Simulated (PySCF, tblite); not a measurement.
**C₅H₁₁O radical: geometry, infrared bands and EPR parameters**

Aim: predict the infrared bands and EPR parameters of C₅H₁₁O radical (`CC(C)(C)C[O]`).

Programs: tblite 0.8.0 and PySCF 2.14.0, with density-fitted response routines of our own. Each step states its level of theory. These are calculated values for one molecule in the gas phase, unless marked as measured. Atoms are numbered from 0 throughout.

### Step 1. The molecule as given

17 atoms, charge 0, multiplicity 2; geometry from: force field or distance geometry start.

Bonds of the start (Å): C0–C1 1.54, C1–C2 1.53, C1–C3 1.55, C1–C4 1.60, C4–O5 1.32, C0–H6 1.10, C0–H7 1.09, C0–H8 1.10, C2–H9 1.09, C2–H10 1.10, C2–H11 1.11, C3–H12 1.09, C3–H13 1.09, C3–H14 1.10, C4–H15 1.10, C4–H16 1.10.

### Step 2. Optimising the geometry with GFN2-xTB

What the job is given:

```
{"job": {"kind": "relax", "xc": "GFN2-xTB", "basis": "xTB"}, "charge": 0, "multiplicity": 2}
C     -0.554900    -1.248400    -0.632400
C      0.008700     0.032700     0.020900
C     -0.877200     1.211000    -0.374200
C      1.434100     0.251300    -0.541500
C      0.022300    -0.200300     1.602600
O      0.506800     0.870400     2.204800
H     -0.594700    -1.144100    -1.726400
H      0.052200    -2.120600    -0.391800
H     -1.579800    -1.446500    -0.285800
H     -0.496600     2.168900    -0.010300
H     -0.967400     1.289700    -1.470000
H     -1.904200     1.091000     0.021600
H      1.874500     1.179400    -0.163400
H      1.424000     0.293500    -1.630600
H      2.096800    -0.570400    -0.245900
H     -1.009600    -0.496900     1.863100
H      0.558000    -1.148800     1.749400
```

Started as:

```bash
$ OMP_NUM_THREADS=1 python probes_run.py task.json out
```

The driver reads the jobs from task.json and runs them one after another.

**Question.** This job is followed by: GFN2-xTB harmonic vibrations, gas phase; UKS B3LYP, pcH-1 on C H O, non-relativistic, mean-field spin-orbit, GIAO. Predict these results of the whole session: strongest single infrared mode (GFN2-xTB); zero-point energy (GFN2-xTB); g(iso) (B3LYP); ⟨S²⟩; largest a(iso) (averaged by class); surface potential, 1st and 99th percentile; property runs in this session.

**Answer**, as computed:

```
                                 quantity                                            value
strongest single infrared mode (GFN2-xTB)                            1095 cm⁻¹, 162 km/mol
             zero-point energy (GFN2-xTB)                                    91.9 kcal/mol
                           g(iso) (B3LYP)                                          2.02263
                                     ⟨S²⟩                               0.755 (exact 0.75)
       largest a(iso) (averaged by class)                              13C on C1, 86.1 MHz
    surface potential, 1st and 99th percentile                               -1.53 V and 0.83 V
            property runs in this session  1, of which 0 failed and 1 gave unsound results
```

What this shows: Over 46 steps the energy fell by 0.188 eV; of the close pairs, C1–C4 changed most, 1.599 to 1.629 Å. All 45 modes are real, so the xTB geometry is a minimum. The strongest single mode, at 1095 cm⁻¹, is spread over many atoms; the largest shares are those of H16, H15. Unscaled tight-binding wavenumbers are off by several per cent, some by more. Its intensities can rank the bands wrongly. Most of the unpaired spin sits on O5 (0.78 e). The isotropic g lies 20.3 ppt above the free-electron value. These values are not to be trusted: the run shows a large g shift, which the driver flags as unsure.
